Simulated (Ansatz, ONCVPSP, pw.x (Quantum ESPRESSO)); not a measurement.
osmium (Os) (diamond): variants of one ONCV potential in the solid

* Element: osmium (Os)
* Generator: ONCVPSP 4.0.1.1 (patched build)
* Type: optimised norm-conserving Vanderbilt (ONCV)
* Functional: LDA (Perdew-Wang 92)
* Relativity: scalar-relativistic
* Frozen core: [Kr] 4d10 4f14
* Valence charge: 16
* Reference configuration: 5s2 5p6 5d6 (charge +2)
* Partial waves: 5s: rc 1.75 bohr, ncon 4, nbas 8, qcut 7.6 1/bohr, 2 projectors, debl 0.4 Ha; 5p: rc 1.90 bohr, ncon 4, nbas 9, qcut 7.1 1/bohr, 3 projectors, debl 3.5 Ha; 5d: rc 2.55 bohr, ncon 3, nbas 7, qcut 5.4 1/bohr, 2 projectors, debl 3.1 Ha
* Local potential: polynomial inside 1.50 bohr (lpopt 2, dvloc0 0 Ha)
* Core correction: Teter function, fcfact 3, rcfact 1.65

In the s channel the program set the typed energies aside and used -4.009, 0.050 Ha.

Crystal test: diamond Os in pw.x 7.5, no spin, 8³ k-points, Fermi–Dirac smearing 0.01 Ry, cutoffs set for each file from its atomic test. The reference is all-electron LAPW (Ansatz 0.2.0) with the same functional, mesh and smearing; V0 and B0 come from Birch–Murnaghan fits to the pressures at five volumes. Errors are pseudo minus all-electron; Δ is the rms difference of the E(V) curves that follow from these fits, minima aligned, over ±6 % about the mean V0. Mesh and smearing are coarse, so the numbers serve the comparison and aren't converged zero-temperature values; the lattice is a test structure that the element need not adopt.

All-electron: a0 = 5.473 Å (V0 = 20.50 Å³/atom), B0 = 231.9 GPa.

Base: The largest radius (2.55 bohr) exceeds half the bond length (2.24 bohr), so the spheres overlap, which is one possible source of error among others.

| change | cutoffs (Ry) | pw.x | a0 (Å) | a0 error (%) | B0 error (%) | Δ (meV/atom) | mean pressure error (GPa) |
| --- | --- | --- | --- | --- | --- | --- | --- |
| base | 55/220 | converged; energies reset by the program | 5.464 | -0.17 | -0.4 | 5.5 | -1.22 |
| s: rc 2.04 | 50/200 | converged; energies reset by the program | 5.464 | -0.18 | -0.3 | 5.6 | -1.25 |
| all radii but the core radius scaled by about 1.25 (s 2.18, p 2.38, d 3.18 bohr); local potential polynomial inside 1.88 bohr (lpopt 2, dvloc0 0 Ha) | 50/200 | converged; energies reset by the program | 5.470 | -0.06 | -5.3 | 2.5 | -0.47 |
| core correction Teter function, fcfact 1, rcfact 1.65 | 55/220 | converged; energies reset by the program | 5.462 | -0.21 | -0.3 | 6.6 | -1.46 |
| core correction Teter function, fcfact 4, rcfact 1.6 | 55/220 | converged; energies reset by the program | 5.464 | -0.18 | -0.4 | 5.7 | -1.27 |

**Question.** Give the row for: p: debl 0.15.

**Answer.** pw.x: converged; energies reset by the program; mean pressure error (GPa): -1.21; a0 (Å): 5.464; a0 error (%): -0.17; B0 error (%): -0.4; Δ (meV/atom): 5.4.
